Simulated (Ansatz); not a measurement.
This Ansatz (an electronic-structure program) input (MP2/aug-pcseg-3) gives -92.76387 Eh with 219 basis functions.

Ansatz 0.2 input:
```yaml
crystal:
  periodic: [false, false, false]
  atoms:
    - {symbol: C, position_ang: [-0.00000000, -0.00000000, -0.52559507]}
    - {symbol: N, position_ang: [0.00000000, 0.00000000, 0.68179640]}
    - {symbol: H, position_ang: [-0.00000000, -0.00000000, -1.61900441]}
basis:
  gaussian:
    orbitals: aug-pcseg-3
total_charge: 1
magnetization: {spin_polarized: true, initial_magnetization: 1}
correlation: {method: mp2, electrons: outside_noble_gas}
```

Change:
```diff
- orbitals: aug-pcseg-3
+ orbitals: cc-pV5Z
```

Question: What does the run give now?

Answer: -92.77569 Eh (MP2/cc-pV5Z, 237 functions), a change of -11.82 mEh.
